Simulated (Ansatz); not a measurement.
The cluster LiCl₂⁻, relaxed as a singlet with RKS r2SCAN-D4/def2-TZVPD in Ansatz, starting from the GFN2-xTB geometry. Force threshold 0.02 eV/Å.

The structure comes from a short search, and lower isomers may exist.

Start:

```xyz
3

Li   -0.001   -0.003    0.000
Cl    1.743   -0.154   -1.144
Cl   -1.743    0.157    1.144
```

Estimate the energy that the relaxation releases and the steps that it takes.

0.7 kcal/mol, in 3 steps; 3.9 s on 4 threads of Arm Neoverse V1 on a shared host. No frequencies were taken in this run, so the end may be a saddle point.

Does the start keep its bonding and symmetry?

By distances, no bond broke or formed. The bond that changes most is Li1–Cl3, from 2.09 to 2.16 Å (atoms count from 1). Point group D∞h at the start, D∞h at the end, both within 0.05 Å.

Predict the relaxed structure.


```xyz
3

Li    0.000    0.000    0.000
Cl    1.803   -0.161   -1.183
Cl   -1.803    0.161    1.183
```
Bond lengths: 2 × Cl–Li 2.16 Å.
